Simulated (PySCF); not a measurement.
Order these species by their calculated properties.

All species are isolated and taken at one optimised geometry, non-relativistic unless stated; the electronic structure was computed with PySCF and density fitting.

The conformers computed, where there is a choice (atom-mapped SMILES and torsion angles):
- `[CH:1]#[C:2][Si@:3]([NH2:4])([PH2:5])[CH:6]1[CH2:7][CH2:8]1`: C2–Si3–C6–C7 -157°, H–N4–Si3–C2 58°, H–N4–Si3–C2 -83°, H–P5–Si3–C2 -32°, H–P5–Si3–C2 -125°
- `[CH3:1][O:2][CH2:3][P@@:4]([CH3:5])(=[O:6])[C:7]([F:8])([F:9])[F:10]`: C1–O2–C3–P4 -75°, O2–C3–P4–C5 -56°, C3–P4–C7–F8 -63°
- `[CH3:1]/[CH:2]=[CH:3]\[P@H:4](=[O:5])[CH2:6][CH2:7][C:8]#[N:9]`: C2–C3–P4–O5 -167°, C3–P4–C6–C7 180°, P4–C6–C7–C8 69°
- `[CH3:1][P:2]([CH3:3])(=[O:4])[n:5]1[cH:6][cH:7][cH:8][cH:9]1`: C1–P2–N5–C6 125°
- `[CH2:1]=[C:2]1[CH:3]=[C:4]([C:5]([F:6])([F:7])[F:8])/[C:9]1=[CH:10]/[O:11][CH3:12]`: C3–C4–C5–F6 2°, C9–C10–O11–C12 -179°
- `[H]/[C:1]=[CH:2]\[C:3](=[CH2:4])[CH2:5][O:6][CH2:7][F:8]`: C1–C2–C3–C4 -179°, C2–C3–C5–O6 -179°, C3–C5–O6–C7 -172°, C5–O6–C7–F8 -67°

The conformers of `CC(=O)O[C@@H]1[SiH2]O[SiH2]C1=O`, `C[S@@](=O)[C@@]12CCC[C@@H]1C2` and `CC[C@H](OC(F)F)OC(F)(F)F` aren't listed.

Problem. Rank by dipole moment, lowest first (PBE0/pcSseg-1 at GFN2-xTB geometries).
A. `CN=[PH3]`
B. `C=C1C=C(C(F)(F)F)/C1=C/OC`
C. `C/C=C\[P@H](=O)CCC#N`
D. `C#C[Si@](N)(P)C1CC1`
E. `CP(C)(=O)n1cccc1`
F. `COC[P@@](C)(=O)C(F)(F)F`

Solution. D (1.39 D), A (2.50 D), B (2.68 D), F (2.94 D), E (3.72 D), C (5.39 D).

Problem. Rank by HOMO–LUMO gap, lowest first (PBE0/pcSseg-1 at GFN2-xTB geometries).
A. `C[S@@](=O)[C@@]12CCC[C@@H]1C2`
B. `CO/C=C1/C(=CC1=C)C(F)(F)F`
C. `CC(=O)O[C@@H]1[SiH2]O[SiH2]C1=O`
D. `CP(C)(=O)n1cccc1`
E. `C(F)([P@](COC)(C)=O)(F)F`

Solution. B (4.94 eV), C (5.57 eV), D (6.91 eV), A (7.40 eV), E (8.03 eV).

Problem. Rank by smallest rotational constant, highest first (GFN2-xTB).
A. `COC[P@@](C)(=O)C(F)(F)F`
B. `C=C1C=C(C(F)(F)F)/C1=C/OC`
C. `CN=[PH3]`
D. `FCOCC(=C)/C=[C]\[H]` [radical]
E. `CP(C)(=O)n1cccc1`

Solution. C (5.238 GHz), E (0.954 GHz), D (0.884 GHz), A (0.714 GHz), B (0.452 GHz).

Problem. Give the two extremes of that set in cm⁻¹.

Solution. `C=C1C=C(C(F)(F)F)/C1=C/OC`: 0.0151 cm⁻¹; `CN=[PH3]`: 0.1747 cm⁻¹.

Problem. Rank by HOMO energy, highest first (PBE0/pcSseg-1 at GFN2-xTB geometries).
A. `CC[C@H](OC(F)F)OC(F)(F)F`
B. `C/C=C\[P@H](=O)CCC#N`
C. `CP(C)(=O)n1cccc1`
D. `CC(=O)O[C@@H]1[SiH2]O[SiH2]C1=O`
E. `C#C[Si@](N)(P)C1CC1`
F. `[PH3]=NC`
G. `COC[P@@](C)(=O)C(F)(F)F`

Solution. F (-6.14 eV), C (-6.44 eV), D (-6.74 eV), E (-7.15 eV), G (-7.51 eV), B (-7.87 eV), A (-9.53 eV).
